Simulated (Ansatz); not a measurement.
# CHAlO (quintet): the correlation ladder, def2-QZVPP

An exercise on one series of results from a longer session: the logs are not shown, and one member is left open.

The runs use Ansatz 0.2.0, Gaussian basis; def2-QZVPP, core rule «outside noble gas», up to 7 orbitals frozen.

To be run: UHF; ROHF; CCSD(T) on UHF.

2 further runs of the same task are left out: 2 set aside as unsound or not needed.

**What is computed**

The geometry is a PBE0/def2-TZVP stationary point (not a proven minimum) of the parent state, kept for this charge and spin.

4 atoms, charge 0, spin multiplicity 5.

Atoms are counted from 1 here; the program's logs count them from 0.

Bond lengths: C1–Al2 1.857 Å, C1–H4 1.080 Å, Al2–O3 1.597 Å. Angles: Al2–C1–H4 180.0°, C1–Al2–O3 180.0°.

Set-up of the first run:

The input, in.yaml:

```yaml
crystal:
  periodic: [false, false, false]
  atoms:
    - {symbol: C, position_ang: [0.000000, 0.000000, 1.057693]}
    - {symbol: Al, position_ang: [0.000000, 0.000000, -0.799174]}
    - {symbol: O, position_ang: [0.000000, 0.000000, -2.396024]}
    - {symbol: H, position_ang: [0.000000, 0.000000, 2.137505]}
basis:
  gaussian: {orbitals: "def2-QZVPP.json"}
magnetization: {spin_polarized: true, initial_magnetization: 4}
hamiltonian: {xc: hf}
output: {orbitals: {seedname: orbitals}}
```

The run is started by

```
> ansatz run in.yaml --threads 1 --pin off --events-out ev --progress --plain --max-ram 2393MiB
```

Steps of the session up to this table: UHF; ROHF; CCSD(T) on UHF.

One table of the session follows, with a row left open; its other results are not shown here.

```
  method  from UCCSD(T) (kJ/mol)
    ROHF                 +1129.6
     UHF                 +1099.8
    UMP2                       ?
   UCCSD                   +40.2
UCCSD(T)                       0
```

Estimate the missing values for UMP2.

**Answer.** from UCCSD(T) (kJ/mol): +115.4. In the column «from UCCSD(T) (kJ/mol)» it lies between UCCSD (+40.2) and UHF (+1099.8).
